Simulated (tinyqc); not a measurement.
Orbital energy against energy difference: ionisation energy by orbital energies and by energy differences in the 6-31g* basis, for H2O, spin multiplicity 1. Computed by the program tinyqc with PySCF. 

Geometry (angstrom):
```
atom,x,y,z
O,0.0000,0.0000,0.0000
H,0.0000,0.7480,0.4810
H,0.0000,-0.7480,0.4810
```

CCSD(T) difference in the same basis = 12.2323 eV

IP-EOM-CCSD = 12.0545 eV

The cation is unrestricted; errors are against CCSD(T) in this basis, not against experiment.

First vertical ionisation energy (eV):
```
method,-e(HOMO),E(cation) - E,error of -e(HOMO),error of the difference
HF,13.594,11.07215,1.362,-1.160
LDA,6.381,12.94318,-5.851,0.711
PBE,6.279,12.58241,-5.954,0.350
B3LYP,7.998,12.62588,-4.234,0.394
PBE0,8.375,12.51090,-3.857,0.279
CAM-B3LYP,9.897,12.62570,-2.335,0.393
LC-wPBE,11.374,12.67800,-0.858,0.446
```

Koopmans errs by +1.36 eV and Delta-HF by -1.16 eV: relaxation, 2.52 eV, lowers the value and the missing correlation difference works against it. The PBE level is off by -6.0 eV through the wrong tail of its potential, though its energy difference is off by +0.35 eV; exact exchange deepens the level, and among the orbital energies LC-wPBE comes closest; among the differences PBE0 does.
